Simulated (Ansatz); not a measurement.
## CdCo2: from a trial structure to a relaxed crystal

The calculation used DFT PBE, scalar-relativistic, plane waves, PAW in Ansatz 0.2.0. Cutoff 420 eV, Γ-centred k mesh, Gaussian smearing, collinear spin, first started from parallel moments.

The start puts CdCo2 on the AlB2 structure type (P6/mmm, No. 191), with Cd in place of Al, Co in place of B, at a guessed volume.

```xyz
3
Lattice="3.5314 0.0000 0.0000 -1.7657 3.0583 0.0000 0.0000 0.0000 3.8130" Properties=species:S:1:pos:R:3 pbc="T T T"
Cd    0.0000    0.0000    0.0000
Co    0.0000    2.0389    1.9065
Co    1.7657    1.0194    1.9065
```

Cell and atoms relax at zero pressure; the relaxation can't lower the symmetry of the start. After a coarse first stage the cell is made exact in the group found at 0.06 Å.

Energies over the elements count from the elements' standard structures at the same level, with no empirical corrections.

(1) Which crystal results?

(2) What are its volume, energy, gap and moment?

## Answers

(1) It keeps P6/mmm (No. 191), but not the shape of the type it started on. Conventional cell: a = 4.185 Å, c = 2.775 Å. Cd is coordinated by 2 Cd at 2.78 Å and 12 Co at 2.79 Å; around Co lie 3 Co at 2.42 Å, 2 Co at 2.78 Å and 6 Cd at 2.79 Å.

Space group P6/mmm (No. 191). a = 4.185 Å, b = 4.185 Å, c = 2.775 Å, α = 90.00°, β = 90.00°, γ = 120.00°
```tsv
atom	site	symmetry	x	y	z
Cd	1a	6/mmm	0.0000	0.0000	0.0000
Co	2d	-6m2	0.3333	0.6667	0.5000
```

(2) The volume per atom is 14.03 Å³ and the density is 9.08 g/cm³. The energy over the elements is 0.35 eV/atom. The gap on the 12×12×16 mesh is 0 eV (a metal) and the net moment per atom is 1.05 μB. The largest site moment is 1.65 μB.

The final run used a 12×12×16 mesh on its 3-atom cell and 0.10 eV smearing. The k mesh leaves about 4 meV/atom of noise in metals. Symmetry constrained the relaxation, so the result can be a saddle point.

Cost: 4 runs of about 2 core-minutes in all, on Intel Xeon Platinum 8488C (Sapphire Rapids) (shared hosts).